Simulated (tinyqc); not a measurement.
UHF in the sto-3g basis, for CH2, spin multiplicity 1, step by step. One step of it, computed by the program tinyqc.

Question. Iteration 14 (converged): orbitals. Diagonalise F' = X^T F X, C = X C', fill 4 alpha and 4 beta electrons from the bottom; D(s) = C_occ C_occ^T. Each column has its largest component positive (the first on a tie).

converged F(alpha) (hartree), order 1C 1s, 1C 2s, 1C 2px, 1C 2py, 1C 2pz, 2H 1s, 3H 1s:
$$\begin{pmatrix}
-10.984269 & -2.955145 & 0.001009 & 0.000000 & -0.015222 & -0.660017 & -0.660017 \\
-2.955145 & -1.413602 & 0.161195 & 0.000000 & -0.105325 & -0.657495 & -0.657495 \\
0.001009 & 0.161195 & 0.112124 & 0.000000 & -0.231745 & -0.007650 & -0.007650 \\
0.000000 & 0.000000 & 0.000000 & -0.202722 & 0.000000 & -0.348176 & 0.348176 \\
-0.015222 & -0.105325 & -0.231745 & 0.000000 & -0.136212 & -0.261921 & -0.261921 \\
-0.660017 & -0.657495 & -0.007650 & -0.348176 & -0.261921 & -0.432101 & -0.208825 \\
-0.660017 & -0.657495 & -0.007650 & 0.348176 & -0.261921 & -0.208825 & -0.432101
\end{pmatrix}$$

converged F(beta) (hartree), order 1C 1s, 1C 2s, 1C 2px, 1C 2py, 1C 2pz, 2H 1s, 3H 1s:
$$\begin{pmatrix}
-10.984269 & -2.955145 & -0.001009 & 0.000000 & -0.015222 & -0.660017 & -0.660017 \\
-2.955145 & -1.413602 & -0.161195 & 0.000000 & -0.105325 & -0.657495 & -0.657495 \\
-0.001009 & -0.161195 & 0.112124 & 0.000000 & 0.231745 & 0.007650 & 0.007650 \\
0.000000 & 0.000000 & 0.000000 & -0.202722 & 0.000000 & -0.348176 & 0.348176 \\
-0.015222 & -0.105325 & 0.231745 & 0.000000 & -0.136212 & -0.261921 & -0.261921 \\
-0.660017 & -0.657495 & 0.007650 & -0.348176 & -0.261921 & -0.432101 & -0.208825 \\
-0.660017 & -0.657495 & 0.007650 & 0.348176 & -0.261921 & -0.208825 & -0.432101
\end{pmatrix}$$

X, order 1C 1s, 1C 2s, 1C 2px, 1C 2py, 1C 2pz, 2H 1s, 3H 1s:
$$\begin{pmatrix}
-0.299810 & 0.000000 & 0.773688 & 0.000000 & -0.601527 & 0.000000 & 0.170467 \\
1.195171 & 0.000000 & -0.344441 & 0.000000 & -0.305585 & 0.000000 & 0.435422 \\
0.000000 & 0.000000 & 0.000000 & 1.000000 & 0.000000 & 0.000000 & 0.000000 \\
0.000000 & 1.028207 & 0.000000 & 0.000000 & 0.000000 & 0.627654 & 0.000000 \\
0.613527 & 0.000000 & 0.620557 & 0.000000 & 0.646746 & 0.000000 & 0.218125 \\
-0.822218 & -0.837396 & -0.159870 & 0.000000 & 0.128866 & 0.385336 & 0.366765 \\
-0.822218 & 0.837396 & -0.159870 & 0.000000 & 0.128866 & -0.385336 & 0.366765
\end{pmatrix}$$

Give: F' = X^T F X; orbital energies; coefficients C; F' = X^T F X; orbital energies; coefficients C; D(alpha) after iteration 14; D(beta) after iteration 14.

Answer.

F' = X^T F X (alpha) (hartree):
$$\begin{pmatrix}
0.507 & 0.000 & 0.785 & 0.063 & -0.480 & 0.000 & 0.122 \\
0.000 & 0.672 & 0.000 & 0.000 & 0.000 & 0.103 & 0.000 \\
0.785 & 0.000 & -4.937 & -0.196 & 4.811 & 0.000 & -2.209 \\
0.063 & 0.000 & -0.196 & 0.112 & -0.202 & 0.000 & 0.014 \\
-0.480 & 0.000 & 4.811 & -0.202 & -4.997 & 0.000 & 2.337 \\
0.000 & 0.103 & 0.000 & 0.000 & 0.000 & -0.483 & 0.000 \\
0.122 & 0.000 & -2.209 & 0.014 & 2.337 & 0.000 & -1.895
\end{pmatrix}$$

orbital energies (alpha) (hartree): MO1 -10.990, MO2 -0.800, MO3 -0.492, MO4 -0.355, MO5 0.282, MO6 0.654, MO7 0.681

coefficients C (alpha), order 1C 1s, 1C 2s, 1C 2px, 1C 2py, 1C 2pz, 2H 1s, 3H 1s:
$$\begin{pmatrix}
0.993 & -0.221 & 0.000 & 0.100 & -0.085 & -0.164 & 0.000 \\
0.029 & 0.698 & 0.000 & -0.476 & 0.379 & 0.986 & 0.000 \\
0.000 & -0.088 & 0.000 & 0.503 & 0.859 & -0.025 & 0.000 \\
0.000 & 0.000 & 0.534 & 0.000 & 0.000 & 0.000 & 1.080 \\
0.005 & 0.119 & 0.000 & 0.669 & -0.357 & 0.799 & 0.000 \\
-0.007 & 0.265 & 0.458 & 0.231 & -0.133 & -0.844 & -0.800 \\
-0.007 & 0.265 & -0.458 & 0.231 & -0.133 & -0.844 & 0.800
\end{pmatrix}$$

F' = X^T F X (beta) (hartree):
$$\begin{pmatrix}
0.507 & 0.000 & 0.785 & -0.063 & -0.480 & 0.000 & 0.122 \\
0.000 & 0.672 & 0.000 & 0.000 & 0.000 & 0.103 & 0.000 \\
0.785 & 0.000 & -4.937 & 0.196 & 4.811 & 0.000 & -2.209 \\
-0.063 & 0.000 & 0.196 & 0.112 & 0.202 & 0.000 & -0.014 \\
-0.480 & 0.000 & 4.811 & 0.202 & -4.997 & 0.000 & 2.337 \\
0.000 & 0.103 & 0.000 & 0.000 & 0.000 & -0.483 & 0.000 \\
0.122 & 0.000 & -2.209 & -0.014 & 2.337 & 0.000 & -1.895
\end{pmatrix}$$

orbital energies (beta) (hartree): MO1 -10.990, MO2 -0.800, MO3 -0.492, MO4 -0.355, MO5 0.282, MO6 0.654, MO7 0.681

coefficients C (beta), order 1C 1s, 1C 2s, 1C 2px, 1C 2py, 1C 2pz, 2H 1s, 3H 1s:
$$\begin{pmatrix}
0.993 & -0.221 & 0.000 & 0.100 & 0.085 & -0.164 & 0.000 \\
0.029 & 0.698 & 0.000 & -0.476 & -0.379 & 0.986 & 0.000 \\
0.000 & 0.088 & 0.000 & -0.503 & 0.859 & 0.025 & 0.000 \\
0.000 & 0.000 & 0.534 & 0.000 & 0.000 & 0.000 & 1.080 \\
0.005 & 0.119 & 0.000 & 0.669 & 0.357 & 0.799 & 0.000 \\
-0.007 & 0.265 & 0.458 & 0.231 & 0.133 & -0.844 & -0.800 \\
-0.007 & 0.265 & -0.458 & 0.231 & 0.133 & -0.844 & 0.800
\end{pmatrix}$$

D(alpha) after iteration 14, order 1C 1s, 1C 2s, 1C 2px, 1C 2py, 1C 2pz, 2H 1s, 3H 1s:
$$\begin{pmatrix}
1.045 & -0.172 & 0.069 & 0.000 & 0.045 & -0.042 & -0.042 \\
-0.172 & 0.714 & -0.301 & 0.000 & -0.235 & 0.075 & 0.075 \\
0.069 & -0.301 & 0.261 & 0.000 & 0.326 & 0.093 & 0.093 \\
0.000 & 0.000 & 0.000 & 0.285 & 0.000 & 0.245 & -0.245 \\
0.045 & -0.235 & 0.326 & 0.000 & 0.462 & 0.186 & 0.186 \\
-0.042 & 0.075 & 0.093 & 0.245 & 0.186 & 0.333 & -0.086 \\
-0.042 & 0.075 & 0.093 & -0.245 & 0.186 & -0.086 & 0.333
\end{pmatrix}$$

D(beta) after iteration 14, order 1C 1s, 1C 2s, 1C 2px, 1C 2py, 1C 2pz, 2H 1s, 3H 1s:
$$\begin{pmatrix}
1.045 & -0.172 & -0.069 & 0.000 & 0.045 & -0.042 & -0.042 \\
-0.172 & 0.714 & 0.301 & 0.000 & -0.235 & 0.075 & 0.075 \\
-0.069 & 0.301 & 0.261 & 0.000 & -0.326 & -0.093 & -0.093 \\
0.000 & 0.000 & 0.000 & 0.285 & 0.000 & 0.245 & -0.245 \\
0.045 & -0.235 & -0.326 & 0.000 & 0.462 & 0.186 & 0.186 \\
-0.042 & 0.075 & -0.093 & 0.245 & 0.186 & 0.333 & -0.086 \\
-0.042 & 0.075 & -0.093 & -0.245 & 0.186 & -0.086 & 0.333
\end{pmatrix}$$
